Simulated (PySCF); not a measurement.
Work out the structure from these simulated measurements.

Elements present: C and H. Monoisotopic mass: 86.1096 u.

| Item | Value |
| --- | --- |
| Rotational structure | rotational constants A, B, C: 4.306, 2.504, 2.496 GHz [PBE0-D3(BJ)/def2-SVP] |
| Couplings | largest of the computed one-bond spin–spin couplings (means over like bonds): 13C–1H +131.5 (×9), 13C–1H +131.2 (×3), 13C–1H +129.6 (×2), 13C–13C +37.5, 13C–13C +36.4 (×3), 13C–13C +35.3 Hz [B3LYP/pcJ-1, spin–dipole term left out] |
| Valence photoelectron | vertical ionisation energy: 10.80 eV [ΔSCF CAM-B3LYP/def2-SVPD] |
| 13C NMR | chemical shifts (computed TMS as zero) by class: 40.7 (1 C), 32.1 (1 C), 31.0 (3 C), 11.0 (1 C) ppm [GIAO B3LYP/pcSseg-1] |
| 1H NMR | chemical shifts (computed TMS as zero) by class: 1.12 (2 H), 0.95 (3 H), 0.90 (9 H) ppm [GIAO B3LYP/pcSseg-1] |
| Dipole | 0.06 D [CAM-B3LYP/def2-SVPD] |
| XPS | C1s 290.2 (×3), C1s 290.2, C1s 290.4, C1s 290.4 eV [ΔSCF SCAN, pcX-2 on the ionised atom, pcseg-1 elsewhere, spin-free X2C] |

The electronic properties come from PySCF, for the isolated species, density fitting. Levels stand in brackets. Geometry: PBE0-D3(BJ)/def2-SVP; no solvent, vibrations or thermal averaging. Each NMR value is the plain mean over a class of atoms that symmetry, rotation or inversion makes alike.

**Question.** Which formula fits the mass and the elements?

**Answer.** C6H14 (calculated 86.1096). No other formula that holds each of these elements comes within 0.0003 u with a fitting electron parity and a possible valence count.

**Question.** Give a SMILES that accounts for the data.

**Answer.** Numbering: `[CH3:1][CH2:2][C:3]([CH3:4])([CH3:5])[CH3:6]`. Its formula, C6H14, gives 0 degrees of unsaturation, so no ring and no π bond. 6 carbons fall into 4 classes; from least to most shielded: chain CH2 carbon [C2] (40.7 ppm), quaternary sp3 carbon [C3] (32.1 ppm), methyl carbon [C4/C5/C6] (31.0 ppm, 3 C, up to 7.2 ppm apart in this geometry), methyl carbon [C1] (11.0 ppm). Hydrogen classes from least to most shielded: 2 H on a chain CH2 carbon, C2 (1.12 ppm), 3 H on a methyl carbon, C1 (0.95 ppm), 9 H on 3 methyl carbons, C4/C5/C6 (0.90 ppm, a mean of values up to 0.6 ppm apart in this geometry). The couplings run between: +131.5 Hz, methyl carbon [C4] and its hydrogen (with 8 like pairs); +131.2 Hz, methyl carbon [C1] and its hydrogen (with 2 like pairs); +129.6 Hz, chain CH2 carbon [C2] and its hydrogen (with 1 like pair); +37.5 Hz, methyl carbon [C1] and chain CH2 carbon [C2]; +36.4 Hz, quaternary sp3 carbon [C3] and methyl carbon [C4] (with 2 like pairs); +35.3 Hz, chain CH2 carbon [C2] and quaternary sp3 carbon [C3]. The core levels belong to: C1s 290.2 eV, methyl carbon [C4/C5/C6]; C1s 290.2 eV, chain CH2 carbon [C2]; C1s 290.4 eV, methyl carbon [C1]; C1s 290.4 eV, quaternary sp3 carbon [C3]. One atom of each topological class was ionised and stands for its class. The first electron is taken from the HOMO, whose largest Löwdin shares are 0.24 on the chain CH2 carbon, 0.23 on the quaternary sp3 carbon, 0.08 on a methyl carbon and 0.07 on a methyl carbon. The optimised geometry has point group Cs and is an asymmetric top. Structure: 2,2-dimethylbutane, `CC(C)(CC)C`. Computed isomers that give other values at the same levels: `CCCC(C)C` (rotational constant A: 6.648 GHz; this holds for the one conformer computed); `CCCCCC` (core binding energies: C1s 290.3 (×2), C1s 290.4 (×2), C1s 290.5 (×2) eV); `CC(C)C(C)C` (core binding energies: C1s 290.3 (×4), C1s 290.3 (×2) eV). The assignments are read from this structure; whether some other isomer fits the data as well wasn't checked.

The values belong to the conformer `[CH3:1][CH2:2][C:3]([CH3:4])([CH3:5])[CH3:6]`: C1–C2–C3–C4 180°.
